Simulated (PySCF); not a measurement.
A made-up structure of Al₂H₃Cl, closed shell:

| atom | x (Å) | y (Å) | z (Å) |
| --- | --- | --- | --- |
| Al1 | -0.9254 | 0.3399 | -0.9351 |
| Al2 | 0.8619 | -0.4901 | 0.7627 |
| Cl3 | 1.4071 | 0.8371 | 2.3159 |
| H4 | -1.4077 | -0.5878 | -2.1372 |
| H5 | -1.5722 | 1.7866 | -0.8072 |
| H6 | -0.3227 | 1.6107 | -0.3587 |

It is relaxed with PBE-D4/def2-SVP and then PBE0-D4/def2-TZVP (PySCF 2.14 with density fitting (its default auxiliary sets; JK sets also for MP2 and CCSD(T))). Atoms count as bonded within 1.22 times the sum of their covalent radii (H–H: 0.88 Å). The end point is not checked to be a true minimum.

Q: Does its bonding change? (A judgement: the text doesn't fix the answer.)

A: By the calculation: No: no bond forms or breaks.

Where it ends: The first stage lowers the energy by 2.62 eV in 21 steps. It ends as Al₂H₃Cl ([AlH3][Al][Cl]):
Al1  (-0.916, 0.339, -1.147)
Al2  (0.068, 0.334, 1.234)
Cl3  (1.415, 1.404, 2.451)
H4  (-0.338, -0.887, -1.962)
H5  (-2.411, 0.850, -1.074)
H6  (0.211, 1.458, -0.692)
(Å)

Labels in which every atom is bracketed show which atoms are joined, not bond orders.

For scale, one of the runs: PBE0-D4/def2-TZVP relaxation, 129 basis functions, launched by `OMP_NUM_THREADS=2 python run.py`. Time: 21 s of wall clock on 2 CPU threads of an AMD EPYC 9R45; the host was shared. Peak host memory: 1.3 GiB.
